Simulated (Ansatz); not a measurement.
Frontier orbitals of C3H3FO.

Cartesian coordinates in Å:
```
C 0.923 -0.308 0.136
C -0.454 -0.105 -0.382
C -1.186 1.188 -0.276
F -1.981 1.139 0.757
O -1.097 -0.882 -1.056
H 1.313 -1.269 -0.197
H 0.915 -0.266 1.230
H 1.568 0.503 -0.213
```

The species carries charge 0 and has multiplicity 1. The bonds changed during the relaxation, so this is another structure than the one it started from. The structure was optimised at the PBE0-D4/def2-TZVP level. Basis def2-TZVPP, Ansatz 0.2.0.

Orbital energies of one run (eV). Highest occupied ones, from the top: -5.48, -7.22, -9.42, -10.30, -11.15, -11.20, -12.16, -12.39, -12.72, -14.55, -17.47, -19.35, -26.89, -32.26. Empty: -3.62, -2.34, 0.37, 1.58, 1.94, 2.67.

**Question.** Which functional gave them?
A. BLYP
B. B97M-V
C. LC-ωPBE
D. r2SCANh

**Answer.** A. HOMO energies: BLYP -5.48, r2SCANh -6.37, B97M-V -5.94, LC-ωPBE -9.89 eV.

LC-ωPBE has ω = 0.4 bohr⁻¹.
